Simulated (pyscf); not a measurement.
Structures and frequencies: ωB97X-D3(BJ)/def2-SVP in PySCF.

Q: Estimate the classical barrier height and the reaction energy of hydrogen chloride (HCl) + HO–SiH(Cl)–Cl → trichlorosilane (Cl–SiH(Cl)–Cl) + water (H₂O) at ωB97M-D3(BJ)/def2-TZVP. The step runs on the singlet surface, breaks Cl–H, O–Si and forms Cl–Si, H–O; take the separated reactants as zero.

A: ΔE‡ = 21.3 kcal/mol, ΔE = +4.2 kcal/mol. Zero-point energy shifts the barrier by +1.1 kcal/mol. It is a four-centre exchange, with an imaginary mode of 509i cm⁻¹. This is the saddle that the search found; another between the same sides may lie lower.
